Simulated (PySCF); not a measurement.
What PySCF settings do for NaC

Base input, run as `OMP_NUM_THREADS=1 python input.py` with PySCF 2.14:

```python
from pyscf import gto, scf
from pyscf.prop.polarizability import uhf as pol

mol = gto.M(
    atom='Na 0 0 0; C 0 0 2.285',
    basis='lanl2dz',
    ecp={'Na': 'lanl2dz'},
    charge=0,
    spin=3,
    symmetry=True,
    verbose=4,
)
mf = scf.UHF(mol)
mf.kernel()
print('polarizability (a.u.)')
print(pol.Polarizability(mf).polarizability().round(4))
mf.dip_moment()
print('orbital energies (hartree):', [e[max(0, n-3):n+3].round(4) for e, n in zip(mf.mo_energy, mol.nelec)])
```

Base result: E(SCF) = -37.911326 Eh, 11 cycles, ⟨S²⟩ = 3.755, μz(SCF) = -8.82 D, α(xx, yy, zz) = 22.6, 22.6, 32.8 bohr³. The bond length is a typed value, not an optimised one. No search for the lowest solution was made.

Hardware: Intel Xeon Platinum 8488C, 1 thread, shared host. Wall time 1.4 s, peak memory 0.11 GiB.

Each row names what differs from the base; energies in brackets are changes from the base.

| change | result |
| --- | --- |
| PCM solvent, dielectric constant: none → 32.6; step after the SCF: polarizability → analyze | E(SCF) = -37.942864 Eh (-0.8582 eV), 11 cycles, ⟨S²⟩ = 3.756, μz(SCF) = -9.93 D |
| functional: none (Hartree–Fock) → hcth407; SCF type: UHF → UKS; step after the SCF: polarizability → analyze | E(SCF) = -38.106916 Eh, 10 cycles, ⟨S²⟩ = 3.764, μz(SCF) = -7.61 D |
| step after the SCF: polarizability → eomee; frozen orbitals: default → 1; number of roots: default → 5 | E(SCF) = -37.911326 Eh (+0.0000 eV), 11 cycles, E(CCSD) − E(SCF) = -0.04489 Eh, ⟨S²⟩ = 3.755, μz(SCF) = -8.82 D, excitation roots 0.003, 1.372, 1.372, 1.691, 1.760 eV |
| functional: none (Hartree–Fock) → x3lyp; SCF type: UHF → UKS; step after the SCF: polarizability → analyze | E(SCF) = -38.087435 Eh, 8 cycles, ⟨S²⟩ = 3.753, μz(SCF) = -7.84 D |
| charge: 0 → 1; spin (2S): 3 → 4 [another spin of the ion may lie lower] [a high spin state] | E(SCF) = -37.580111 Eh (+9.0128 eV), 8 cycles, ⟨S²⟩ = 6.000, α(xx, yy, zz) = 2.3, 2.3, 3.2 bohr³ |
| charge: 0 → 1; spin (2S): 3 → 2 [another spin of the ion may lie lower] | E(SCF) = -37.669572 Eh (+6.5785 eV), 10 cycles, ⟨S²⟩ = 2.020, α(xx, yy, zz) = 8.7, 8.7, 8.6 bohr³ |
| step after the SCF: polarizability → gradient | E(SCF) = -37.911326 Eh (+0.0000 eV), 11 cycles, ⟨S²⟩ = 3.755, μz(SCF) = -8.82 D, gradient on the second atom -0.0018 Eh/bohr |
| step after the SCF: polarizability → tda; number of roots: default → 8 | E(SCF) = -37.911326 Eh (+0.0000 eV), 11 cycles, ⟨S²⟩ = 3.755, μz(SCF) = -8.82 D, first excitations without spin–orbit coupling 3.17, 3.17, 3.45, 4.85, 4.85 eV |
| smearing width (hartree): none → 0.01; step after the SCF: polarizability → none [smearing does not keep the typed spin] | not converged: SCF after 50 cycles |
| spin (2S): 3 → 7 | the SCF does not converge, then it stops with ValueError (cannot reshape array of size 0 into shape (17,0)) after the SCF |
| PCM solvent, dielectric constant: none → 78.36; step after the SCF: polarizability → analyze | E(SCF) = -37.943514 Eh (-0.8759 eV), 11 cycles, ⟨S²⟩ = 3.756, μz(SCF) = -9.95 D |
| functional: none (Hartree–Fock) → hse06; SCF type: UHF → UKS; step after the SCF: polarizability → analyze | E(SCF) = -38.060745 Eh, 8 cycles, ⟨S²⟩ = 3.752, μz(SCF) = -7.97 D |
| basis set: lanl2dz → pcseg-1; core potential: on → off | E(SCF) = -199.548443 Eh, 11 cycles, ⟨S²⟩ = 3.754, μz(SCF) = -8.86 D, α(xx, yy, zz) = 19.9, 19.9, 32.8 bohr³ |
| smearing width (hartree): none → 0.2; step after the SCF: polarizability → none [unsound on purpose] [smearing does not keep the typed spin] | E(SCF) = -37.073344 Eh (+22.8026 eV), μz(SCF) = 4.34 D |
| step after the SCF: polarizability → eomea; frozen orbitals: default → 0; number of roots: default → 4 [positive roots are unbound] | E(SCF) = -37.911326 Eh (+0.0000 eV), 11 cycles, E(CCSD) − E(SCF) = -0.04553 Eh, ⟨S²⟩ = 3.755, μz(SCF) = -8.82 D, attachment roots -0.371, -0.305, 0.211, 0.788 eV |
| step after the SCF: polarizability → ccsd(t); frozen orbitals: default → 0 | E(SCF) = -37.911326 Eh (+0.0000 eV), 11 cycles, E(CCSD) − E(SCF) = -0.04553 Eh, (T) = -0.00079 Eh, ⟨S²⟩ = 3.755, μz(SCF) = -8.82 D |
| core potential: on → off [unsound on purpose] | E(SCF) = -59.762959 Eh, 9 cycles, ⟨S²⟩ = 3.753, μz(SCF) = -14.35 D, α(xx, yy, zz) = 44.5, 44.5, 39.6 bohr³ |
| functional: none (Hartree–Fock) → b3lyp; SCF type: UHF → UKS; step after the SCF: polarizability → analyze | E(SCF) = -38.107343 Eh, 8 cycles, ⟨S²⟩ = 3.753, μz(SCF) = -7.80 D |
| spin (2S): 3 → 4 [unsound on purpose] | stops with RuntimeError (Electron number 7 and spin 4 are not consistent) |
| geometry: bond 2.285 → bond 2.559 | E(SCF) = -37.906351 Eh (+0.1354 eV), 12 cycles, ⟨S²⟩ = 3.754, μz(SCF) = -9.82 D, α(xx, yy, zz) = 24.7, 24.7, 46.0 bohr³ |
| functional: none (Hartree–Fock) → slater,; SCF type: UHF → UKS; step after the SCF: polarizability → analyze [unsound on purpose] | E(SCF) = -37.341874 Eh, 9 cycles, ⟨S²⟩ = 3.753, μz(SCF) = -6.77 D |

**Question.** Order these changes by how far they move the SCF energy from the base, largest first: (1) PCM solvent, dielectric constant: none → 32.6; step after the SCF: polarizability → analyze; (2) PCM solvent, dielectric constant: none → 78.36; step after the SCF: polarizability → analyze; (3) geometry: bond 2.285 → bond 2.559.

**Answer.** (2) -0.8759 eV, (1) -0.8582 eV, (3) +0.1354 eV.
